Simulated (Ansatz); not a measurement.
Basis-set extrapolation for CH₄MgS, SMILES `C[S][MgH]` (PBE0-D4/def2-TZVP geometry, frozen core, Ansatz 0.2.0). Multiplicity 1, RHF reference. For Mg the program correlates outer-core shells too, which these sets cover unevenly, so the extrapolated numbers aren't a true limit.

```tsv
	def2-TZVPP	def2-QZVPP
HF	-637.380847	-637.402874
MP2 correlation	-0.558627	-0.626738
CCSD(T) correlation	-0.619496	-0.688358
```

Energies in hartree. Use E(X) = E(∞) + A·exp(−7.88·√X) for Hartree–Fock and E(X) = E(∞) + B·X^(−2.97) for correlation, with X = 3 and 4.

Question: What is the CCSD(T) energy at the basis-set limit?

Answer: HF limit: -637.402874 + (-0.022027) × 0.13774 = -637.40591. Correlation limit: -0.688358 + (-0.068862) × 0.74074 = -0.73937. Total: -638.14528 hartree, 380.5 kJ/mol below CCSD(T)/def2-TZVPP.
